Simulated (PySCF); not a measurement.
One formula, C5H9N, several structures.

PySCF, PBE0/aug-cc-pVDZ, density fitting, gas phase; each molecule at its own PBE0-D3(BJ)/def2-SVP geometry, one conformer. Singlet excitations by full TDDFT with frozen cores and triplets by Tamm–Dancoff TDDFT. 

Torsions of the conformers computed, which needn't be the lowest (atom-mapped SMILES):
- `[CH3:1][CH2:2][CH2:3][CH2:4][C:5]#[N:6]`: C1–C2–C3–C4 180°, C2–C3–C4–C5 180°
- `[CH3:1][CH:2]([CH3:3])[C@H:4]1[CH:5]=[N:6]1`: C1–C2–C4–C5 -138°
- `[H]/[N:6]=[C:4](\[C:2](=[CH2:1])[CH3:3])[CH3:5]`: C1–C2–C4–C5 141°

The conformers of `CC1=NCCC1` aren't listed.

Reference: `CC(C)(C)C#N`, with HOMO energy -9.16 eV, LUMO energy -0.28 eV, lowest singlet excitation 7.71 eV, lowest triplet excitation 6.30 eV and mean polarisability 66.3 au.

Changes against it:

| molecule | Δ electronic energy (kcal/mol) | Δ HOMO energy (eV) | Δ LUMO energy (eV) | Δ lowest singlet excitation (eV) | Δ lowest triplet excitation (eV) | Δ mean polarisability (au) |
| --- | --- | --- | --- | --- | --- | --- |
| CC(C)[C@H]1C=N1 | +39.7 | +1.54 | -0.37 | -2.71 | -2.01 | +0.5 |
| [H]/N=C(/C)C(=C)C | +13.6 | +1.90 | -0.70 | -2.90 | -2.67 | +5.3 |

Rows whose labels were lost:

| row | Δ electronic energy (kcal/mol) | Δ HOMO energy (eV) | Δ LUMO energy (eV) | Δ lowest singlet excitation (eV) | Δ lowest triplet excitation (eV) | Δ mean polarisability (au) |
| --- | --- | --- | --- | --- | --- | --- |
| P | -5.0 | +1.89 | +0.14 | -2.10 | -1.53 | +1.3 |
| Q | +0.8 | -0.02 | -0.03 | -0.09 | -0.04 | +1.1 |

Q: Which row belongs to which of `CCCCC#N` and `CC1=NCCC1`?

A: P = `CC1=NCCC1` and Q = `CCCCC#N`. P and Q are told apart most clearly by the lowest singlet excitation (-2.10 against -0.09 eV).
